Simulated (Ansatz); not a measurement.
in.yaml

```yaml
crystal:
  periodic: [false, false, false]
  atoms:
    - {symbol: Ga, position_ang: [0.000000, 0.000000, 5.033790]}
    - {symbol: Be, position_ang: [0.000000, 0.000000, -1.837210]}
    - {symbol: H, position_ang: [0.000000, 0.000000, -3.196580]}
basis:
  gaussian: {orbitals: aug-cc-pVDZ, point_charges: [{charge: 1.00, position_ang: [3.090, -0.445, 0.539]}]}
correlation: {active_space: {ras: {orbitals: [3, 0, 50], electrons: 6, max_holes: 2, max_particles: 2}, fixed_orbitals: true}}
accuracy: high
scf: {lower_state_search: off}
```

```sh
$ ansatz run in.yaml --threads 1 --pin off --events-out ev --progress --plain --max-ram 2393MiB
```

Roughly how long does this take on 1 thread of Arm Neoverse V1, shared host, and how much host memory?

2.4 s wall and 0.16 GiB.

```
these checks for a lower state are left out or cut short: stability, starts, cluster_reference, orbital_swaps, neighbouring_geometries, increment
1204 factors; integrals over basis functions are off by at most 4.6e-9 eV
mean field evaluation 1: about -52742.4980 eV, gradient 9.6e0 eV
mean field evaluation 2: about -52742.5628 eV, gradient 9.7e0 eV
mean field evaluation 4: about -52744.0601 eV, gradient 1.5e0 eV
mean field evaluation 8: about -52744.0937 eV, gradient 4.8e-3 eV
mean field -52744.09365478 eV, -1938.3096905823 hartree, gradient 1.6e-8 eV, S^2 0.000000; 0 other end points of the search recorded, 0 dependent functions left out
reference -52744.09365478 eV, -1938.3096905823 hartree; 18, 18 occupied and 50, 50 virtual orbitals, 1204 factors
state -52747.02016049 eV, -1938.4172376837 hartree
Total energy: -52747.02016049 eV, -1938.4172376837 hartree
Checks for a lower state left out: stability, starts, cluster_reference, orbital_swaps, neighbouring_geometries, increment
```

Natural occupations: 1.9623 1.9320 1.7759 0.1956 0.0232 0.0231 0.0178 0.0123 0.0118 0.0112 0.0064 0.0058 0.0055 0.0032 0.0027 0.0024 0.0022 0.0020 0.0011 0.0007 0.0006 0.0004 0.0002 0.0002.
